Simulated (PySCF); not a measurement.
Cartesian coordinates in Å; atom numbers follow the order of the lines, from 1:
```xyz
14

C    -1.951   -0.019    0.180
C    -0.574   -0.192   -0.439
F    -0.447   -1.500   -0.882
C     0.557    0.086    0.550
C     1.924    0.048   -0.114
Cl    2.129    1.437   -1.220
H    -2.048   -0.647    1.062
H    -2.716   -0.306   -0.536
H    -2.103    1.020    0.460
H    -0.465    0.434   -1.334
H     0.393    1.059    1.012
H     0.533   -0.680    1.329
H     2.724    0.116    0.622
H     2.043   -0.855   -0.713
```

Geometry: GFN2-xTB; GIAO absolute shieldings from PySCF 2.14.0 with density-fitted response routines, gas phase, non-relativistic, averaged over equivalent atoms.

At PBE0/pcSseg-1 (149 basis functions, 14 s wall time on 1 thread of an Arm Neoverse V2, shared host):
| atoms | σ (ppm) |
| --- | --- |
| C2 | 98.4 |
| C5 | 139.5 |
| C4 | 142.0 |
| C1 | 163.4 |
| F3 | 386.9 |
| Cl6 | 873.3 |
| H10 | 26.52 |
| H14 | 27.73 |
| H13 | 27.99 |
| H12 | 29.85 |
| H11 | 30.21 |
| H7/H8/H9 | 30.35 |

Q: Predict the values at HF/pcSseg-1 on the same geometry.

A: 
```json
{"atoms": "C2", "σ at HF/pcSseg-1": "114.0", "change": "+15.6"}
{"atoms": "C5", "σ at HF/pcSseg-1": "150.3", "change": "+10.8"}
{"atoms": "C4", "σ at HF/pcSseg-1": "152.8", "change": "+10.8"}
{"atoms": "C1", "σ at HF/pcSseg-1": "170.6", "change": "+7.2"}
{"atoms": "F3", "σ at HF/pcSseg-1": "422.0", "change": "+35.1"}
{"atoms": "Cl6", "σ at HF/pcSseg-1": "938.8", "change": "+65.5"}
{"atoms": "H10", "σ at HF/pcSseg-1": "27.30", "change": "+0.78"}
{"atoms": "H14", "σ at HF/pcSseg-1": "28.25", "change": "+0.52"}
{"atoms": "H13", "σ at HF/pcSseg-1": "28.52", "change": "+0.53"}
{"atoms": "H12", "σ at HF/pcSseg-1": "30.33", "change": "+0.48"}
{"atoms": "H11", "σ at HF/pcSseg-1": "30.78", "change": "+0.57"}
{"atoms": "H7/H8/H9", "σ at HF/pcSseg-1": "30.70", "change": "+0.35"}
```

The largest change is at Cl6 (chlorine bonded to C). Cost: 149 basis functions, 6.9 s wall time on 1 thread of an Arm Neoverse V2, shared host. The order of the carbon signals is the same at both levels.

Carbons that carry Cl, above all several Cl atoms, come out too deshielded, partly because spin–orbit coupling is missing.
